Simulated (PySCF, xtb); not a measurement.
CN, SMILES [C]#N, multiplicity 2.

Harmonic wavenumbers (cm⁻¹) from GFN2-xTB in xtb at its own minimum, in rising order: 2371.

Question: What does PySCF 2.14.0 with PBE-D3(BJ)/def2-TZVPD give at its own minimum? (Estimate from the structure and the level; the computed values follow.)

Answer: 2093. Paired by order, the mean absolute difference is 278 cm⁻¹ and the zero-point energies are 3.4 and 3.0 kcal/mol.
